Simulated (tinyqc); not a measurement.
CCSD on RHF in the sto-6g basis, for CH3-, spin multiplicity 1, step by step (part 1 of 2). The basis has no diffuse functions, so it cannot describe the extra electron: this is an exercise in the method, not the real anion. Computed by tinyqc, a small Python program that keeps every step (integrals from PySCF). Settings: charge = -1, multiplicity = 1, basis = sto-6g, method = RHF, energy threshold = 1e-10, iteration cap = 81, orthogonalisation = symmetric, start = core, DIIS depth = 6, amplitude equations = CCSD, DIIS depth for amplitudes = 6, cap on updates = 75. Command: `OMP_NUM_THREADS=1 python tinyqc.py 31912 31913 out.jsonl` (the two numbers bound the seeds that draw the settings). One thread of a shared host (Intel(R) Xeon(R) Processor @ 2.60GHz), about 0.4 s of CPU time with the checks. The early iterations of the SCF are left out here.

## One-electron integrals

Geometry (angstrom):
```
atom,x,y,z
C,0.00000,0.00000,0.06300
H,1.04600,0.00000,0.00000
H,-0.52300,0.90600,0.00000
H,-0.52300,-0.90600,0.00000
```

Basis sto-6g: exponents (1/bohr^2) and contraction coefficients of normalised primitives:
```
element,l (shell),exponent,coefficient
C,s (1),742.73705,0.00916
C,s (1),136.18002,0.04936
C,s (1),38.09826,0.16854
C,s (1),13.08778,0.37056
C,s (1),5.08237,0.41649
C,s (1),2.09320,0.13033
C,s (2),30.49724,-0.01325
C,s (2),6.03620,-0.04699
C,s (2),1.87605,-0.03379
C,s (2),0.72178,0.25024
C,s (2),0.31347,0.59512
C,s (2),0.14369,0.24071
C,p (3),30.49724,0.00376
C,p (3),6.03620,0.03768
C,p (3),1.87605,0.17390
C,p (3),0.72178,0.41804
C,p (3),0.31347,0.42586
C,p (3),0.14369,0.10171
H,s (1),35.52322,0.00916
H,s (1),6.51314,0.04936
H,s (1),1.82214,0.16854
H,s (1),0.62596,0.37056
H,s (1),0.24308,0.41649
H,s (1),0.10011,0.13033
```

Overlap, kinetic and nuclear-attraction integrals over the contracted functions; the nuclear repulsion is the sum of Za Zb / Rab.

nuclear repulsion = 9.9653286 hartree

overlap S, lower triangle:
```
,1C 1s,1C 2s,1C 2px,1C 2py,1C 2pz,2H 1s,3H 1s,4H 1s
1C 1s,1.00000
1C 2s,0.24323,1.00000
1C 2px,0.00000,0.00000,1.00000
1C 2py,0.00000,0.00000,0.00000,1.00000
1C 2pz,0.00000,0.00000,0.00000,0.00000,1.00000
2H 1s,0.07099,0.51581,0.48028,0.00000,-0.02893,1.00000
3H 1s,0.07097,0.51574,-0.24009,0.41592,-0.02892,0.16125,1.00000
4H 1s,0.07097,0.51574,-0.24009,-0.41592,-0.02892,0.16125,0.16120,1.00000
```

kinetic energy T (hartree), lower triangle:
```
,1C 1s,1C 2s,1C 2px,1C 2py,1C 2pz,2H 1s,3H 1s,4H 1s
1C 1s,16.06864
1C 2s,-0.49279,0.49241
1C 2px,0.00000,0.00000,1.47923
1C 2py,0.00000,0.00000,0.00000,1.47923
1C 2pz,0.00000,0.00000,0.00000,0.00000,1.47923
2H 1s,-0.00613,0.12118,0.28600,0.00000,-0.01723,0.76852
3H 1s,-0.00614,0.12114,-0.14295,0.24763,-0.01722,-0.00837,0.76852
4H 1s,-0.00614,0.12114,-0.14295,-0.24763,-0.01722,-0.00837,-0.00838,0.76852
```

nuclear attraction V (hartree), lower triangle:
```
,1C 1s,1C 2s,1C 2px,1C 2py,1C 2pz,2H 1s,3H 1s,4H 1s
1C 1s,-35.52282
1C 2s,-3.98688,-6.62358
1C 2px,-0.00001,-0.00005,-6.69091
1C 2py,0.00000,0.00000,0.00000,-6.69091
1C 2pz,0.00349,0.03297,0.00000,0.00000,-6.48832
2H 1s,-1.31093,-2.94462,-2.55265,0.00000,0.16215,-4.77593
3H 1s,-1.31057,-2.94410,1.27600,-2.21046,0.16211,-0.85085,-4.77560
4H 1s,-1.31057,-2.94410,1.27600,2.21046,0.16211,-0.85085,-0.85057,-4.77560
```

core Hamiltonian H = T + V (hartree), lower triangle:
```
,1C 1s,1C 2s,1C 2px,1C 2py,1C 2pz,2H 1s,3H 1s,4H 1s
1C 1s,-19.45418
1C 2s,-4.47967,-6.13118
1C 2px,-0.00001,-0.00005,-5.21167
1C 2py,0.00000,0.00000,0.00000,-5.21168
1C 2pz,0.00349,0.03297,0.00000,0.00000,-5.00908
2H 1s,-1.31707,-2.82344,-2.26665,0.00000,0.14493,-4.00741
3H 1s,-1.31671,-2.82296,1.13305,-1.96283,0.14489,-0.85922,-4.00707
4H 1s,-1.31671,-2.82296,1.13305,1.96283,0.14489,-0.85922,-0.85894,-4.00707
```

## Two-electron integrals

Functions are numbered as in S; the eight-fold symmetry (ij|kl) = (ji|kl) = (kl|ij) leaves the list below.

Two-electron integrals (ij|kl) in chemists' order, unique and non-zero (hartree):
```
i,j,k,l,(ij|kl)
1,1,1,1,3.54374
2,1,1,1,0.52946
2,1,2,1,0.10032
2,2,1,1,0.85360
2,2,2,1,0.19993
2,2,2,2,0.62484
3,1,3,1,0.02127
3,2,3,1,0.03187
3,2,3,2,0.13811
3,3,1,1,0.85360
3,3,2,1,0.19993
3,3,2,2,0.62484
3,3,3,3,0.67322
4,1,4,1,0.02127
4,2,4,1,0.03187
4,2,4,2,0.13811
4,3,4,3,0.03628
4,4,1,1,0.85360
4,4,2,1,0.19993
4,4,2,2,0.62484
4,4,3,3,0.60066
4,4,4,4,0.67322
5,1,5,1,0.02127
5,2,5,1,0.03187
5,2,5,2,0.13811
5,3,5,3,0.03628
5,4,5,4,0.03628
5,5,1,1,0.85360
5,5,2,1,0.19993
5,5,2,2,0.62484
5,5,3,3,0.60066
5,5,4,4,0.60066
5,5,5,5,0.67322
6,1,1,1,0.16357
6,1,2,1,0.02979
6,1,2,2,0.05828
6,1,3,1,0.00194
6,1,3,2,0.00373
6,1,3,3,0.05872
6,1,4,4,0.05806
6,1,5,1,-0.00012
6,1,5,2,-0.00022
6,1,5,3,-3.99e-05
6,1,5,5,0.05806
6,1,6,1,0.00910
6,2,1,1,0.35461
6,2,2,1,0.08409
6,2,2,2,0.28501
6,2,3,1,0.00848
6,2,3,2,0.05419
6,2,3,3,0.29772
6,2,4,4,0.27863
6,2,5,1,-0.00051
6,2,5,2,-0.00326
6,2,5,3,-0.00115
6,2,5,5,0.27869
6,2,6,1,0.02568
6,2,6,2,0.16493
6,3,1,1,0.28922
6,3,2,1,0.06961
6,3,2,2,0.24994
6,3,3,1,0.01564
6,3,3,2,0.09143
6,3,3,3,0.27509
6,3,4,4,0.23733
6,3,5,1,-0.00037
6,3,5,2,-0.00267
6,3,5,3,-0.00162
6,3,5,5,0.23739
6,3,6,1,0.02240
6,3,6,2,0.17213
6,3,6,3,0.19778
6,4,4,1,0.00949
6,4,4,2,0.04711
6,4,4,3,0.01086
6,4,5,4,-0.00065
6,4,6,4,0.02138
6,5,1,1,-0.01742
6,5,2,1,-0.00419
6,5,2,2,-0.01505
6,5,3,1,-0.00037
6,5,3,2,-0.00267
6,5,3,3,-0.01526
6,5,4,4,-0.01429
6,5,5,1,0.00951
6,5,5,2,0.04727
6,5,5,3,0.01092
6,5,5,5,-0.01561
6,5,6,1,-0.00135
6,5,6,2,-0.01037
6,5,6,3,-0.01062
6,5,6,5,0.02202
6,6,1,1,0.49123
6,6,2,1,0.11876
6,6,2,2,0.45288
6,6,3,1,0.01612
6,6,3,2,0.13328
6,6,3,3,0.50062
6,6,4,4,0.42888
6,6,5,1,-0.00097
6,6,5,2,-0.00803
6,6,5,3,-0.00432
6,6,5,5,0.42914
6,6,6,1,0.03704
6,6,6,2,0.32166
6,6,6,3,0.37243
6,6,6,5,-0.02243
6,6,6,6,0.77500
7,1,1,1,0.16352
7,1,2,1,0.02979
7,1,2,2,0.05826
7,1,3,1,-0.00097
7,1,3,2,-0.00186
7,1,3,3,0.05821
7,1,4,1,0.00168
7,1,4,2,0.00323
7,1,4,3,-0.00029
7,1,4,4,0.05854
7,1,5,1,-0.00012
7,1,5,2,-0.00022
7,1,5,3,2.00e-05
7,1,5,4,-3.46e-05
7,1,5,5,0.05805
7,1,6,1,0.00881
7,1,6,2,0.02398
7,1,6,3,0.01932
7,1,6,4,0.00092
7,1,6,5,-0.00126
7,1,6,6,0.03357
7,1,7,1,0.00910
7,2,1,1,0.35454
7,2,2,1,0.08407
7,2,2,2,0.28497
7,2,3,1,-0.00424
7,2,3,2,-0.02709
7,2,3,3,0.28335
7,2,4,1,0.00735
7,2,4,2,0.04693
7,2,4,3,-0.00827
7,2,4,4,0.29290
7,2,5,1,-0.00051
7,2,5,2,-0.00326
7,2,5,3,0.00057
7,2,5,4,-0.00100
7,2,5,5,0.27865
7,2,6,1,0.02398
7,2,6,2,0.12105
7,2,6,3,0.09816
7,2,6,4,0.01429
7,2,6,5,-0.00740
7,2,6,6,0.18700
7,2,7,1,0.02567
7,2,7,2,0.16488
7,3,1,1,-0.14458
7,3,2,1,-0.03480
7,3,2,2,-0.12494
7,3,3,1,0.01102
7,3,3,2,0.05818
7,3,3,3,-0.13150
7,3,4,1,-0.00266
7,3,4,2,-0.01919
7,3,4,3,0.01287
7,3,4,4,-0.12465
7,3,5,1,0.00019
7,3,5,2,0.00133
7,3,5,3,-0.00090
7,3,5,4,0.00042
7,3,5,5,-0.11867
7,3,6,1,-0.00886
7,3,6,2,-0.03671
7,3,6,3,-0.01615
7,3,6,4,-0.00320
7,3,6,5,0.00220
7,3,6,6,-0.04413
7,3,7,1,-0.01120
7,3,7,2,-0.08603
7,3,7,3,0.06545
7,4,1,1,0.25045
7,4,2,1,0.06028
7,4,2,2,0.21644
7,4,3,1,-0.00266
7,4,3,2,-0.01919
7,4,3,3,0.20899
7,4,4,1,0.01410
7,4,4,2,0.08034
7,4,4,3,-0.01144
7,4,4,4,0.23474
7,4,5,1,-0.00032
7,4,5,2,-0.00231
7,4,5,3,0.00042
7,4,5,4,-0.00138
7,4,5,5,0.20557
7,4,6,1,0.01719
7,4,6,2,0.09216
7,4,6,3,0.07415
7,4,6,4,0.02481
7,4,6,5,-0.00551
7,4,6,6,0.14239
7,4,7,1,0.01940
7,4,7,2,0.14903
7,4,7,3,-0.07636
7,4,7,4,0.15366
7,5,1,1,-0.01742
7,5,2,1,-0.00419
7,5,2,2,-0.01505
7,5,3,1,0.00019
7,5,3,2,0.00133
7,5,3,3,-0.01453
7,5,4,1,-0.00032
7,5,4,2,-0.00231
7,5,4,3,0.00042
7,5,4,4,-0.01502
7,5,5,1,0.00951
7,5,5,2,0.04726
7,5,5,3,-0.00546
7,5,5,4,0.00945
7,5,5,5,-0.01560
7,5,6,1,-0.00126
7,5,6,2,-0.00740
7,5,6,3,-0.00587
7,5,6,4,-0.00085
7,5,6,5,0.01521
7,5,6,6,-0.01219
7,5,7,1,-0.00135
7,5,7,2,-0.01036
7,5,7,3,0.00531
7,5,7,4,-0.00920
7,5,7,5,0.02201
7,6,1,1,0.10115
7,6,2,1,0.02402
7,6,2,2,0.08360
7,6,3,1,0.00102
7,6,3,2,0.00681
7,6,3,3,0.08433
7,6,4,1,0.00177
7,6,4,2,0.01180
7,6,4,3,0.00046
7,6,4,4,0.08486
7,6,5,1,-0.00025
7,6,5,2,-0.00164
7,6,5,3,-0.00021
7,6,5,4,-0.00037
7,6,5,5,0.08161
7,6,6,1,0.00714
7,6,6,2,0.04344
7,6,6,3,0.04183
7,6,6,4,0.00463
7,6,6,5,-0.00300
7,6,6,6,0.07896
7,6,7,1,0.00714
7,6,7,2,0.04344
7,6,7,3,-0.01690
7,6,7,4,0.03854
7,6,7,5,-0.00300
7,6,7,6,0.01375
7,7,1,1,0.49118
7,7,2,1,0.11875
7,7,2,2,0.45285
7,7,3,1,-0.00806
7,7,3,2,-0.06663
7,7,3,3,0.44678
7,7,4,1,0.01396
7,7,4,2,0.11542
7,7,4,3,-0.03106
7,7,4,4,0.48266
7,7,5,1,-0.00097
7,7,5,2,-0.00803
7,7,5,3,0.00216
7,7,5,4,-0.00374
7,7,5,5,0.42911
7,7,6,1,0.03358
7,7,6,2,0.18702
7,7,6,3,0.14538
7,7,6,4,0.03297
7,7,6,5,-0.01220
7,7,6,6,0.29009
7,7,7,1,0.03703
7,7,7,2,0.32160
7,7,7,3,-0.18617
7,7,7,4,0.32251
7,7,7,5,-0.02243
7,7,7,6,0.07896
7,7,7,7,0.77500
8,1,1,1,0.16352
8,1,2,1,0.02979
8,1,2,2,0.05826
8,1,3,1,-0.00097
8,1,3,2,-0.00186
8,1,3,3,0.05821
8,1,4,1,-0.00168
8,1,4,2,-0.00323
8,1,4,3,0.00029
8,1,4,4,0.05854
8,1,5,1,-0.00012
8,1,5,2,-0.00022
8,1,5,3,2.00e-05
8,1,5,4,3.46e-05
8,1,5,5,0.05805
8,1,6,1,0.00881
8,1,6,2,0.02398
8,1,6,3,0.01932
8,1,6,4,-0.00092
8,1,6,5,-0.00126
8,1,6,6,0.03357
8,1,7,1,0.00881
8,1,7,2,0.02397
8,1,7,3,-0.01045
8,1,7,4,0.01627
8,1,7,5,-0.00126
8,1,7,6,0.00676
8,1,7,7,0.03357
8,1,8,1,0.00910
8,2,1,1,0.35454
8,2,2,1,0.08407
8,2,2,2,0.28497
8,2,3,1,-0.00424
8,2,3,2,-0.02709
8,2,3,3,0.28335
8,2,4,1,-0.00735
8,2,4,2,-0.04693
8,2,4,3,0.00827
8,2,4,4,0.29290
8,2,5,1,-0.00051
8,2,5,2,-0.00326
8,2,5,3,0.00057
8,2,5,4,0.00100
8,2,5,5,0.27865
8,2,6,1,0.02398
8,2,6,2,0.12105
8,2,6,3,0.09816
8,2,6,4,-0.01429
8,2,6,5,-0.00740
8,2,6,6,0.18700
8,2,7,1,0.02397
8,2,7,2,0.12102
8,2,7,3,-0.06143
8,2,7,4,0.07786
8,2,7,5,-0.00740
8,2,7,6,0.03383
8,2,7,7,0.18698
8,2,8,1,0.02567
8,2,8,2,0.16488
8,3,1,1,-0.14458
8,3,2,1,-0.03480
8,3,2,2,-0.12494
8,3,3,1,0.01102
8,3,3,2,0.05818
8,3,3,3,-0.13150
8,3,4,1,0.00266
8,3,4,2,0.01919
8,3,4,3,-0.01287
8,3,4,4,-0.12465
8,3,5,1,0.00019
8,3,5,2,0.00133
8,3,5,3,-0.00090
8,3,5,4,-0.00042
8,3,5,5,-0.11867
8,3,6,1,-0.00886
8,3,6,2,-0.03671
8,3,6,3,-0.01615
8,3,6,4,0.00320
8,3,6,5,0.00220
8,3,6,6,-0.04413
8,3,7,1,-0.01045
8,3,7,2,-0.06143
8,3,7,3,0.04527
8,3,7,4,-0.03866
8,3,7,5,0.00367
8,3,7,6,-0.01304
8,3,7,7,-0.10122
8,3,8,1,-0.01120
8,3,8,2,-0.08603
8,3,8,3,0.06545
8,4,1,1,-0.25045
8,4,2,1,-0.06028
8,4,2,2,-0.21644
8,4,3,1,0.00266
8,4,3,2,0.01919
8,4,3,3,-0.20899
8,4,4,1,0.01410
8,4,4,2,0.08034
8,4,4,3,-0.01144
8,4,4,4,-0.23474
8,4,5,1,0.00032
8,4,5,2,0.00231
8,4,5,3,-0.00042
8,4,5,4,-0.00138
8,4,5,5,-0.20557
8,4,6,1,-0.01719
8,4,6,2,-0.09216
8,4,6,3,-0.07415
8,4,6,4,0.02481
8,4,6,5,0.00551
8,4,6,6,-0.14239
8,4,7,1,-0.01627
8,4,7,2,-0.07786
8,4,7,3,0.03866
8,4,7,4,-0.03664
8,4,7,5,0.00466
8,4,7,6,-0.02259
8,4,7,7,-0.10941
8,4,8,1,-0.01940
8,4,8,2,-0.14903
8,4,8,3,0.07636
8,4,8,4,0.15366
8,5,1,1,-0.01742
8,5,2,1,-0.00419
8,5,2,2,-0.01505
8,5,3,1,0.00019
8,5,3,2,0.00133
8,5,3,3,-0.01453
8,5,4,1,0.00032
8,5,4,2,0.00231
8,5,4,3,-0.00042
8,5,4,4,-0.01502
8,5,5,1,0.00951
8,5,5,2,0.04726
8,5,5,3,-0.00546
8,5,5,4,-0.00945
8,5,5,5,-0.01560
8,5,6,1,-0.00126
8,5,6,2,-0.00740
8,5,6,3,-0.00587
8,5,6,4,0.00085
8,5,6,5,0.01521
8,5,6,6,-0.01219
8,5,7,1,-0.00126
8,5,7,2,-0.00740
8,5,7,3,0.00367
8,5,7,4,-0.00466
8,5,7,5,0.01521
8,5,7,6,-0.00227
8,5,7,7,-0.01219
8,5,8,1,-0.00135
8,5,8,2,-0.01036
8,5,8,3,0.00531
8,5,8,4,0.00920
8,5,8,5,0.02201
8,6,1,1,0.10115
8,6,2,1,0.02402
8,6,2,2,0.08360
8,6,3,1,0.00102
8,6,3,2,0.00681
8,6,3,3,0.08433
8,6,4,1,-0.00177
8,6,4,2,-0.01180
8,6,4,3,-0.00046
8,6,4,4,0.08486
8,6,5,1,-0.00025
8,6,5,2,-0.00164
8,6,5,3,-0.00021
8,6,5,4,0.00037
8,6,5,5,0.08161
8,6,6,1,0.00714
8,6,6,2,0.04344
8,6,6,3,0.04183
8,6,6,4,-0.00463
8,6,6,5,-0.00300
8,6,6,6,0.07896
8,6,7,1,0.00676
8,6,7,2,0.03383
8,6,7,3,-0.01304
8,6,7,4,0.02259
8,6,7,5,-0.00227
8,6,7,6,0.01115
8,6,7,7,0.05143
8,6,8,1,0.00714
8,6,8,2,0.04344
8,6,8,3,-0.01690
8,6,8,4,-0.03854
8,6,8,5,-0.00300
8,6,8,6,0.01375
8,7,1,1,0.10112
8,7,2,1,0.02401
8,7,2,2,0.08357
8,7,3,1,-0.00204
8,7,3,2,-0.01361
8,7,3,3,0.08510
8,7,4,4,0.08404
8,7,5,1,-0.00025
8,7,5,2,-0.00164
8,7,5,3,0.00043
8,7,5,5,0.08159
8,7,6,1,0.00676
8,7,6,2,0.03383
8,7,6,3,0.02608
8,7,6,5,-0.00227
8,7,6,6,0.05142
8,7,7,1,0.00714
8,7,7,2,0.04342
8,7,7,3,-0.02492
8,7,7,4,0.03390
8,7,7,5,-0.00300
8,7,7,6,0.01114
8,7,7,7,0.07893
8,7,8,1,0.00714
8,7,8,2,0.04342
8,7,8,3,-0.02492
8,7,8,4,-0.03390
8,7,8,5,-0.00300
8,7,8,6,0.01114
8,7,8,7,0.01374
8,8,1,1,0.49118
8,8,2,1,0.11875
8,8,2,2,0.45285
8,8,3,1,-0.00806
8,8,3,2,-0.06663
8,8,3,3,0.44678
8,8,4,1,-0.01396
8,8,4,2,-0.11542
8,8,4,3,0.03106
8,8,4,4,0.48266
8,8,5,1,-0.00097
8,8,5,2,-0.00803
8,8,5,3,0.00216
8,8,5,4,0.00374
8,8,5,5,0.42911
8,8,6,1,0.03358
8,8,6,2,0.18702
8,8,6,3,0.14538
8,8,6,4,-0.03297
8,8,6,5,-0.01220
8,8,6,6,0.29009
8,8,7,1,0.03357
8,8,7,2,0.18698
8,8,7,3,-0.10122
8,8,7,4,0.10941
8,8,7,5,-0.01219
8,8,7,6,0.05143
8,8,7,7,0.29006
8,8,8,1,0.03703
8,8,8,2,0.32160
8,8,8,3,-0.18617
8,8,8,4,-0.32251
8,8,8,5,-0.02243
8,8,8,6,0.07896
8,8,8,7,0.07893
8,8,8,8,0.77500
```

## Orthogonalisation

S = U s U^T; symmetric (Loewdin) form X = U s^(-1/2) U^T, so that X^T S X = 1.

eigenvalues of S: 0.23624  0.32568  0.32571  0.95607  1.00393  1.51305  1.51310  2.12622

X, lower triangle:
```
,1C 1s,1C 2s,1C 2px,1C 2py,1C 2pz,2H 1s,3H 1s,4H 1s
1C 1s,1.02681
1C 2s,-0.16309,1.50137
1C 2px,0.00000,0.00007,1.21883
1C 2py,0.00000,0.00000,0.00000,1.21883
1C 2pz,0.00201,-0.02634,0.00000,0.00000,1.00145
2H 1s,0.02280,-0.37647,-0.37996,0.00000,0.02080,1.30910
3H 1s,0.02280,-0.37636,0.18992,-0.32900,0.02079,-0.03735,1.30899
4H 1s,0.02280,-0.37636,0.18992,0.32900,0.02079,-0.03735,-0.03735,1.30899
```

## Iteration 7 (converged): orbitals

converged F (hartree), lower triangle:
```
,1C 1s,1C 2s,1C 2px,1C 2py,1C 2pz,2H 1s,3H 1s,4H 1s
1C 1s,-10.51338
1C 2s,-2.72141,-0.94265
1C 2px,0.00000,-0.00005,0.22625
1C 2py,0.00000,0.00000,0.00000,0.22627
1C 2pz,0.00521,0.01584,0.00000,0.00000,0.22136
2H 1s,-0.79932,-0.52795,-0.23053,0.00000,0.02029,-0.13623
3H 1s,-0.79910,-0.52787,0.11524,-0.19964,0.02029,-0.18982,-0.13613
4H 1s,-0.79910,-0.52787,0.11524,0.19964,0.02029,-0.18982,-0.18976,-0.13613
```

Diagonalise F' = X^T F X, C = X C', fill 5 alpha and 5 beta electrons from the bottom; D = 2 C_occ C_occ^T. Each column has its largest component positive (the first on a tie).

F' = X^T F X (hartree), lower triangle:
```
,1,2,3,4,5,6,7,8
1,-10.29960
2,-1.47912,0.20475
3,0.00001,0.00004,0.66794
4,0.00000,0.00000,0.00000,0.66796
5,0.00759,-0.02811,0.00000,0.00000,0.22418
6,-0.15082,-0.47070,-0.56043,0.00000,0.03092,0.42552
7,-0.15074,-0.47060,0.28016,-0.48531,0.03092,-0.07446,0.42546
8,-0.15074,-0.47060,0.28016,0.48531,0.03092,-0.07446,-0.07445,0.42546
```

orbital energies (hartree): MO1 -10.51667, MO2 -0.42503, MO3 -0.10752, MO4 -0.10751, MO5 0.22111, MO6 1.12648, MO7 1.27539, MO8 1.27541

coefficients C:
```
,MO1,MO2,MO3,MO4,MO5,MO6,MO7,MO8
1C 1s,0.99487,-0.20270,0.00000,0.00001,-0.01806,-0.22654,0.00000,-0.00015
1C 2s,0.02507,0.54468,0.00000,-0.00007,0.08889,1.54958,0.00000,0.00115
1C 2px,0.00000,0.00004,0.00000,0.45938,0.00000,-0.00072,0.00000,1.22108
1C 2py,0.00000,0.00000,0.45936,0.00000,0.00000,0.00000,1.22107,0.00000
1C 2pz,-0.00094,-0.02167,0.00000,0.00000,0.99644,-0.10743,0.00000,-0.00008
2H 1s,-0.00527,0.26829,0.00000,0.57138,-0.01950,-0.75975,0.00000,-1.01366
3H 1s,-0.00527,0.26822,0.49485,-0.28574,-0.01950,-0.76063,-0.87731,0.50599
4H 1s,-0.00527,0.26822,-0.49485,-0.28574,-0.01950,-0.76063,0.87731,0.50599
```

D after iteration 7, lower triangle:
```
,1C 1s,1C 2s,1C 2px,1C 2py,1C 2pz,2H 1s,3H 1s,4H 1s
1C 1s,2.06237
1C 2s,-0.17415,0.61042
1C 2px,0.00000,-0.00001,0.42206
1C 2py,0.00000,0.00000,0.00000,0.42203
1C 2pz,-0.02907,0.15350,0.00000,0.00000,1.98671
2H 1s,-0.11853,0.28846,0.52498,0.00000,-0.05047,0.79772
3H 1s,-0.11852,0.28850,-0.26250,0.45463,-0.05048,-0.18179,0.79775
4H 1s,-0.11852,0.28850,-0.26250,-0.45463,-0.05048,-0.18179,-0.18176,0.79775
```

Within a degenerate level the vectors are fixed only up to a rotation; this is one choice.

## Convergence

Stop when the energy changes by less than 1e-10 hartree and every element of the error matrix X^T (F D S - S D F) X is below 3e-06.

Course of the cycle:
```
iteration,E (hartree),change,largest element of the error matrix
1,-36.0137011,-,9.25e-01
2,-39.1607545,-3.15e+00,1.49e-01
3,-39.1855745,-2.48e-02,1.42e-02
4,-39.1857276,-1.53e-04,3.92e-04
5,-39.1857278,-2.66e-07,6.49e-05
6,-39.1857279,-6.76e-09,4.03e-06
7,-39.1857279,-2.91e-11,9.69e-07
```

PySCF RHF in the same basis = -39.1857279 hartree

Converged in 7 iterations.
